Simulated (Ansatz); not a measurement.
System: litharge PbO. Method: PBE0 (Ansatz, a first-principles code, plane waves, PAW).

Total energies, extrapolated to zero smearing (they compare only within this program, potentials and cutoff; free atoms with spin allowed, lowest state found):

| system | energy (eV/atom) |
|---|---|
| litharge PbO, relaxed | -6236.9399 |
| free Pb atom | -11904.1950 |
| free O atom | -562.0541 |

Q: Work out the cohesive energy per atom.

A: E_coh = [1 × (-11904.1950) + 1 × (-562.0541)]/2 − (-6236.9399) = 3.82 eV/atom. The reference value is 3.45 ± 0.03 eV/atom (derived here from tabulated measurements, copied from a table, unchecked, brought to a static lattice with a Debye model, atoms in their spin–orbit ground levels; inputs from the CRC Handbook), not set against a level without spin–orbit coupling.

Spin–orbit coupling, which matters for such heavy atoms, is left out.

The PAW data were made under PBE.

Note: the cell comes from a level without a dispersion term, which matters for the spacing of layers, chains or molecules.
